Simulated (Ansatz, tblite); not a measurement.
# YBr3: one state, many levels

An exercise on one series of results from a longer session: the logs are not shown, and one member is left open.

Method: as each input shows; program: Ansatz 0.2.0, Gaussian basis.

Plan: GFN1-xTB, GFN2-xTB, PBE-D4/def2-TZVP, r2SCAN-D4/def2-TZVP, r2SCANh-D4/def2-TZVP, BHLYP-D4/def2-TZVP, PBE-QIDH/def2-TZVP, B97M-V/def2-TZVP, ωB97M-V/def2-TZVP, HSE06-D4/def2-TZVP, revPBE-D4/def2-TZVP, PBE-D4/def2-SVP, PBE0-D4/def2-SVP, CCSD(T)/def2-SVP, MP2/def2-TZVP, RPA/def2-TZVP.

2 further runs of the same task are left out: 1 that didn't finish, 1 set aside as unsound or not needed. Runs told in other sessions of the task aren't counted.

## The geometry

The singlet was relaxed beforehand with r2SCAN-D4/def2-SVP.

4 atoms, charge 0, spin multiplicity 1.

Bond lengths: Y1–Br2 2.592 Å, Y1–Br3 2.592 Å, Y1–Br4 2.592 Å. Angles: Br2–Y1–Br3 120.0°, Br2–Y1–Br4 120.0°, Br3–Y1–Br4 120.0°.

Formally the metal is d0. Y takes a core potential in the def2 sets. No spin-orbit coupling is included.

PBE0-D4/def2-TZVP was run before; its log isn't repeated, and its numbers join the tables.

Set-up of the first run:

Tight binding, by tblite at 300 K electronic temperature and without a spin-polarisation term:

```python
tblite.interface.Calculator('GFN1-xTB', numbers, positions, charge=0, uhf=0).singlepoint()
```

Tight binding, by tblite at 300 K electronic temperature and without a spin-polarisation term:

```python
tblite.interface.Calculator('GFN2-xTB', numbers, positions, charge=0, uhf=0).singlepoint()
```

start.molden holds the orbitals of an earlier run on this state, given as this run's starting guess.

Input file in.yaml:

```yaml
crystal:
  periodic: [false, false, false]
  atoms:
    - {symbol: Y, position_ang: [-0.000093, 0.000002, 0.000669]}
    - {symbol: Br, position_ang: [2.592095, -0.025890, 0.011784]}
    - {symbol: Br, position_ang: [-1.273522, 2.257923, -0.017191]}
    - {symbol: Br, position_ang: [-1.318480, -2.232035, 0.004737]}
basis:
  gaussian: {orbitals: def2-TZVP, initial_orbitals: start.molden}
hamiltonian: {xc: pbe, dispersion: d4}
scf: {omitted_lower_state_checks: [starts]}
output: {orbitals: {seedname: orbitals}}
```

Launch:

```sh
$ ansatz run in.yaml --threads 4 --pin off --events-out ev --progress --plain --max-ram 3916MiB
```

Among the steps run: PBE-D4/def2-TZVP; r2SCAN-D4/def2-TZVP; r2SCANh-D4/def2-TZVP; BHLYP-D4/def2-TZVP; PBE-QIDH/def2-TZVP; B97M-V/def2-TZVP; ωB97M-V/def2-TZVP; HSE06-D4/def2-TZVP; revPBE-D4/def2-TZVP; PBE-D4/def2-SVP; PBE0-D4/def2-SVP; CCSD(T)/def2-SVP; MP2/def2-TZVP; RPA/def2-TZVP.

One of the session's tables, all rows but one given; the rest of the session is left out.

It belongs to the step «Levels side by side». 

```
               level  HOMO (eV)  LUMO (eV)  gap (eV)
     PBE-D4/def2-SVP      -7.18      -3.71      3.46
    PBE-D4/def2-TZVP      -7.26      -3.73      3.53
 revPBE-D4/def2-TZVP      -7.20      -3.57      3.63
 r2SCAN-D4/def2-TZVP      -7.61      -3.42      4.18
    B97M-V/def2-TZVP      -7.62      -3.59      4.03
r2SCANh-D4/def2-TZVP      -8.06      -3.17      4.89
    PBE0-D4/def2-SVP      -8.47      -3.00      5.47
   PBE0-D4/def2-TZVP          ?          ?         ?
  HSE06-D4/def2-TZVP      -8.12      -3.35      4.77
  BHLYP-D4/def2-TZVP      -9.58      -2.39      7.19
   ωB97M-V/def2-TZVP     -10.67      -1.45      9.22
```

Q: Estimate the row for PBE0-D4/def2-TZVP from the others.

The run gave: HOMO (eV): -8.51; LUMO (eV): -2.98; gap (eV): 5.53. In the column «HOMO (eV)» it lies between BHLYP-D4/def2-TZVP (-9.58) and PBE0-D4/def2-SVP (-8.47).
